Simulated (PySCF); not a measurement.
**Core-level binding energies of `p12p3p1p23`**

Compound: P4.
Z-matrix (Å and degrees, PBE0-D3(BJ)/def2-SVP geometry), rows numbered from 1:
```
P 
P   1  2.2010
P   1  2.2004  2   60.03
P   3  2.2005  1   60.03  2   -70.52
```

Computed, not measured: delta-SCF UKS SCAN, pcX-2 on the ionised atom, pcseg-1 elsewhere, spin-free X2C in PySCF. Each binding energy is the total energy of the core-ionised species, with the hole localised on one atom, minus that of the ground state; both are solved self-consistently, so orbital relaxation is included.

Q: List the computed XPS lines with their assignment.

A: 
```
    atom(s)      environment    level  binding energy (eV)  2p1/2 (eV)  count
P1/P2/P3/P4  ring phosphorus  P 2p3/2               136.62      137.50      4
P1/P2/P3/P4  ring phosphorus     P 1s              2150.20           –      4
```

Q: Give the binding energy of P 1s of P1/P2/P3/P4 in hartree and in kJ/mol.

A: 2150.20 eV = 79.0184 Eh = 207463 kJ/mol.

Atoms equivalent by their bonding share one computed value, that of the first of them. Spin–orbit and ligand-field terms were added within each 2p shell after the spin-free SCF. 2p1/2 minus 2p3/2 (ligand field included): P 0.89 eV. Geometry: PBE0-D3(BJ)/def2-SVP; no solvent, vibrations or thermal averaging.
